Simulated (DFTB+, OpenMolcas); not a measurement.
**How methods differ on C4H6 (1-butyne)**

C4H6: 10 atoms, total charge 0, spin state singlet. As SMILES, `C#CCC`. The coordinates come from a PBE0-D4/def2-TZVP relaxation.

Quantity: the dipole moment, in D. The values are calculated.

**What was measured.** NIST CCCBDB gives the dipole moment of the gas as 0.78 D.

```
         level             kind     program  value (D)  computed − measured   CPU time
         DFTB1   semi-empirical       DFTB+       1.27                +0.49  under 2 s
    HF/cc-pVDZ     Hartree–Fock  OpenMolcas       0.72                -0.06      8.1 s
 SVWN5/cc-pVDZ              LDA  OpenMolcas       0.82                +0.04       36 s
revPBE/cc-pVDZ              GGA  OpenMolcas       0.79                +0.01       46 s
 M06-L/cc-pVDZ         meta-GGA  OpenMolcas       0.85                +0.07       63 s
r2SCAN/cc-pVDZ         meta-GGA  OpenMolcas       0.82                +0.04       64 s
M06-2X/cc-pVDZ  hybrid meta-GGA  OpenMolcas       0.75                -0.03       60 s
```

Nearest: revPBE/cc-pVDZ (+0.01 D); farthest: DFTB1 (+0.49 D). The measured dipole is a vibrational average, so differences of a few hundredths of a debye mean little. Computed less measured by kind, in D (cc-pVDZ rows): semi-empirical +0.49; Hartree–Fock -0.06; LDA +0.04; GGA +0.01; meta-GGA +0.04 to +0.07; global hybrid -0.03. Magnitudes only: a small dipole may point the other way at some levels. Times are those of the runs behind each value, whatever else they computed, on shared processors of several kinds: orders of magnitude only.
